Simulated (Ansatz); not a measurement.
Consider the substitution at a C–C bond: `C=CC(=N)F` + `C1=CN1` → `C=CN1C=C1` + `N=CF`.

Gas-phase electronic energies from Ansatz, PBE0-D4/def2-TZVP geometries. CCSD(T)/CBS adds triple-zeta CCSD(T) − MP2 to the extrapolated MP2 energy (def2 sets, frozen cores). This one scheme is used for every species. DFT in def2-TZVPP. B3LYP here is the variant with VWN-RPA as its local correlation; programs differ in this. Each species was taken in one conformer, which may not be the lowest.

```tsv
level	ΔE (kJ/mol)	difference from CCSD(T)/CBS
BLYP-D4	40.9	-2.8
B97M-V	49.1	5.4
r2SCAN0-D4	45.4	1.7
ωB97M-V	43.1	-0.6
B2PLYP	43.9	0.2
BLYP	44.6	0.9
B3LYP	45.4	1.7
r2SCANh	46.1	2.4
BHLYP	46.5	2.8
LC-ωPBE	41.6	-2.1
RPA@PBE/def2-TZVPP	44.4	0.7
HF/def2-SVP	49.7	6.0
CCSD/def2-SVP	46.3	2.6
MP2/def2-TZVPP	40.2	-3.5
SCS-MP2/def2-TZVPP	41.9	-1.8
HF/CBS(def2)	45.7	2.0
CCSD(T)/CBS	43.7	0
```

Largest T1 diagnostic among the species: 0.013.

Leaving LDA and LC-ωPBE aside and taking each functional with its dispersion term where it has one, the values, not all of them listed here, spread over 9.2 kJ/mol, from revPBE-D4 to B97M-V. LDA lies −5.5 kJ/mol from PBE without D4.
